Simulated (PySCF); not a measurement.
## Unknown compound

Molecular formula: C5H10O. Simulated spectra:

¹H NMR (500 MHz, computed): δ 2.02 (s, 3H), 1.99 (t, J = 7.8 Hz, 2H), 1.53 (qt, J = 8.5, 7.8 Hz, 2H), 0.92 (t, J = 8.5 Hz, 3H).

¹³C{¹H} NMR (computed): δ 214.6 (C), 42.9 (CH2), 29.2 (CH3), 18.6 (CH2), 15.8 (CH3).

- geometry: PBE0-D3(BJ)/def2-SVP
- shielding tensors at HF/pcSseg-2 (GIAO)
- J: B3LYP/pcJ-1 (without the spin–dipole term)
- run in PySCF 2.14
- single conformer, no solvent model, non-relativistic, equivalent nuclei averaged

δ = σ(ref) − σ, references computed at the same level: TMS for ¹H (31.68 ppm), ¹³C (191.47 ppm).

Deduce the structure.

Answers


- Rings plus π bonds: 1 (no ring in the answer).
- 5 carbon signals for 5 carbons: no two carbons are equivalent.
- Carbon types of the structure: 1 × C, 2 × CH2, 2 × CH3, which accounts for all hydrogens.
- δC 214.6: ketone carbonyl carbon; the double bond to the heteroatom, with no lone-pair donor beside it, deshields it most.
- δC 42.9: sp3 CH2 α to a carbonyl; the adjacent C=O deshields it moderately.
- δC 18.6: sp3 CH2; a saturated carbon with 2 carbon neighbours and no heteroatom attached.
- δC 15.8: methyl carbon; aliphatic region, no heteroatom directly attached.
- δH 2.02: hydrogen on a methyl carbon α to a carbonyl; α to C=O.
- δH 1.99: hydrogen on an sp3 CH2 α to a carbonyl; α to C=O.
- δH 0.92: hydrogen on a methyl carbon; far from electronegative atoms and π systems.
- The protons at 0.92 and 1.53 share a coupling of 8.5 Hz (vicinal).
- The protons at 1.53 and 1.99 share a coupling of 7.8 Hz (vicinal).

Structure: SMILES CCCC(C)=O.

The data come from this structure; uniqueness wasn't tested.

Multiplet labels drop couplings under 1 Hz and merge nearly equal ones. Unscaled 3J(H,H) at this level run about 10 % above measured values. Shifts are as computed, not scaled to solution data. Of 1211 compounds with measured shifts, 218 miss one by over three times the rms of a fit or turn the order of signals round; such compounds aren't used in these exercises. Vicinal H,H couplings across rotating CH2–CH2 and CH–CH2 bonds are estimated from the computed gauche and anti values for equal rotamer populations, (2 J gauche + J anti)/3.
